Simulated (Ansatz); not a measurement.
# MgO: pressure series

Base system: MgO in the rock salt structure (space group Fm-3m, No. 225).

```
MgO
1.0
    0.00000     2.10221     2.10221
    2.10221     0.00000     2.10221
    2.10221     2.10221     0.00000
Mg O
1 1
Direct
  0.00000   0.00000   0.00000
  0.50000   0.50000   0.50000
```

Cell and atoms are relaxed at each pressure.

The values are results of r2SCAN, PAW, 500 eV (Ansatz, a program for electronic structure; no spin-orbit coupling), not measurements.

```csv
pressure (GPa),volume per atom (Å³/atom)
-1,9.347
0,9.290
0.9,9.241
2.1,9.177
4.5,9.055
9,?
15,8.602
22.5,8.338
30,8.107
```

### Question
Fit the third-order Birch–Murnaghan form P(V) = (3B₀/2)[(V₀/V)^(7/3) − (V₀/V)^(5/3)]·[1 + (3/4)(B₀′ − 4)((V₀/V)^(2/3) − 1)] (squares taken in P) to the rows shown and predict the withheld row.

### Answer
Least squares on the printed values gives V₀ = 9.290 Å³/atom, B₀ = 167 GPa, B₀′ = 4.1; this predicts 8.847 Å³/atom, and the run gives 8.847 Å³/atom, in agreement.

Measured bulk modulus of MgO: 169.8 GPa (static lattice; corrected from measurement; as listed in Daniel Mejia-Rodriguez, S. B. Trickey, Phys. Rev. B (2018)); the computed value is 2 % below it.

Load acts through the strain it causes; cell and atoms are relaxed under it. Whether these cells are dynamically stable was not tested. Competing high-pressure phases were not computed.
